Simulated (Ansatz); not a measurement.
**CO+ (doublet): from Hartree-Fock to the top rungs at distance O1–C2 = 2.950 Å, cc-pVDZ**

How much of the correlation energy of CO+ (doublet) does each wave-function method recover here?

Computed with Ansatz 0.2.0, Gaussian basis. Level: cc-pVDZ, core rule «outside noble gas», up to 2 orbitals frozen.

The runs, in order: UHF; CCSD(T) on ROHF; CCSD(T) on UHF; BCCD(T) on ROHF; CISD; CCSDT(Q) on UHF; CISDTQ; CCSDTQ on ROHF; CCSDTQ on UHF; CASSCF and MRCISD+Q, 3 electrons in 3 orbitals; CASSCF and NEVPT2, 3 electrons in 3 orbitals; CASSCF and MRCISD+Q, 9 electrons in 8 orbitals; CASSCF and NEVPT2, 9 electrons in 8 orbitals; Full CI; Full CI in the symmetry of the determinant.

1 further run of the same task is left out (it didn't finish).

**1. The geometry**

The geometry derives from a PBE0/def2-TZVP stationary point (not a proven minimum). One bond is set to the value named and the two fragments are kept rigid.

2 atoms, charge 1, spin multiplicity 2.

Atoms are counted from 1 here; the program's logs count them from 0.

No contacts short enough for the rule that draws bonds.

**2. UHF**

in.yaml reads:

```yaml
crystal:
  periodic: [false, false, false]
  atoms:
    - {symbol: O, position_ang: [0.000000, 0.000000, 0.000000]}
    - {symbol: C, position_ang: [0.000000, 0.000000, 2.950000]}
basis:
  gaussian: {orbitals: cc-pVDZ}
total_charge: 1
magnetization: {spin_polarized: true, initial_magnetization: 1}
hamiltonian: {xc: hf}
output: {orbitals: {seedname: orbitals}}
```

On the command line:

```bash
> ansatz run in.yaml --threads 1 --pin off --events-out ev --progress --plain --max-ram 3956MiB --backend cpu
```

Further steps of the session: CCSD(T) on ROHF; CCSD(T) on UHF; BCCD(T) on ROHF; CISD; CCSDT(Q) on UHF; CISDTQ; CCSDTQ on ROHF; CCSDTQ on UHF; CASSCF and MRCISD+Q, 3 electrons in 3 orbitals; CASSCF and NEVPT2, 3 electrons in 3 orbitals; CASSCF and MRCISD+Q, 9 electrons in 8 orbitals; CASSCF and NEVPT2, 9 electrons in 8 orbitals; Full CI; Full CI in the symmetry of the determinant.

Q: Predict the results of all the runs planned. Wanted: FCI below the RHF energy; RMP2 from FCI; UMP2 from FCI; RCCSD from FCI; RCCSD(T) from FCI; UCCSD(T) from FCI; UCCSDT(Q) from FCI; NEVPT2 pair from FCI; MRCISD+Q pair from FCI.

As calculated:

```
                         quantity                                                          value
         FCI below the RHF energy                                                     -8.8311 eV
                    RMP2 from FCI                                                  +349.2 kJ/mol
                    UMP2 from FCI                                                  +119.1 kJ/mol
                   RCCSD from FCI                                                    +9.7 kJ/mol
                RCCSD(T) from FCI                                                    -1.9 kJ/mol
                UCCSD(T) from FCI                                                    +4.0 kJ/mol
               UCCSDT(Q) from FCI                                                    +0.8 kJ/mol
             NEVPT2 pair from FCI                                                  +118.5 kJ/mol
           MRCISD+Q pair from FCI                                                    -0.8 kJ/mol
          NEVPT2 valence from FCI                                                   +94.6 kJ/mol
levels within 1 kcal/mol (43 meV)  RCCSD(T), UCCSD(T), UCCSDT, UCCSDT(Q), RCCSDTQ, MRCISD+Q pair
                    T1 diagnostic                                                          0.382
   effectively unpaired electrons                                                           3.07
```

**Reading.** RCCSD(T) misses by -1.9 kJ/mol, 0.2 % of the correlation energy. CCSD(T) misses by -1.9 kJ/mol on the restricted determinant and by +4.0 kJ/mol on the unrestricted one; the two need not hold the same state or core. RCCSD(T), RCCSDTQ, MRCISD+Q pair fall below full CI, which methods that aren't variational can do. With 3.1 effectively unpaired electrons against 1 the state is strongly multireference. Coupled cluster on one determinant still stays close here. Of the multireference levels listed MRCISD+Q pair comes nearest in total energy (-0.8 kJ/mol), which doesn't show that its space is the better one. Coupled cluster took another determinant than the lowest Hartree-Fock one. These misses are within one basis, not against nature; the frozen cores of restricted and unrestricted runs differ, which can shift their rows.
